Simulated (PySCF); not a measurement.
LiF: frontier orbitals

TPSS at R = 1.566 Å; Li x2c-TZVPPall, F x2c-TZVPPall; spin-free X2C with a Gaussian nucleus (PySCF 2.14). State: ¹Σ⁺ (singlet), closed shell. Only the outer orbitals are listed, counted within each symmetry.

```csv
orbital,occ.,ε (eV),on Li (%),main shells (%)
2σ,2,-51.59,100,100 Li s
3σ,2,-25.10,2,98 F s
4σ,2,-6.36,4,96 F p
1π,2,-6.03,5,94 F p
1π,2,-6.03,5,94 F p
5σ,0,-1.43,100,"84 Li s, 17 Li p"
2π,0,0.91,98,96 Li p
2π,0,0.91,98,96 Li p
```

Question: Which are the highest filled and the lowest empty level, where do they sit, and how wide is the gap?

Answer: Highest filled 1π at -6.03 eV (in %: 94 F p); lowest empty 5σ at -1.43 eV (in %: 84 Li s, 17 Li p); the gap at TPSS is 4.60 eV.

```
bond order (Mayer)                              : 0.61
⟨S²⟩                                            : 0.000
charge on Li (Mulliken, basis-dependent)        : 0.68
charge on Li (Löwdin, basis-dependent)          : 0.38
dipole moment (positive dipole means Li(−)F(+)) : -6.06 D
```
